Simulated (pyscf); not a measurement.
Optimised with ωB97X-D3(BJ)/def2-SVP in PySCF.

**Question.** How much does it cost (ΔH, 298 K, ωB97M-D3(BJ)/def2-TZVP) to split H₂N–Zr(NH₂)(NH₂)–Cl at its Cl–Zr bond into [H₂N–Zr(NH₂)–NH₂]• + Cl•?

**Answer.** Cl–Zr to [H₂N–Zr(NH₂)–NH₂]• + Cl•: 121.8 kcal/mol. The 7 functionals that were run give +119.7 (B3LYP-D3(BJ)) to +128.6 kcal/mol (ωB97X-D3(BJ)/def2-TZVP). The radicals are drawn with the spin at the cut bond; how far it spreads was not checked. Other isomers of [H₂N–Zr(NH₂)–NH₂]• were not searched in full and may lie lower. Left out: the spin-orbit lowering of Cl. Open-shell species with a d-block atom are single-reference here; other states, and whether the spin sits on metal or ligand, were not checked. Elements past Kr carry the def2 core potentials, without spin-orbit coupling.
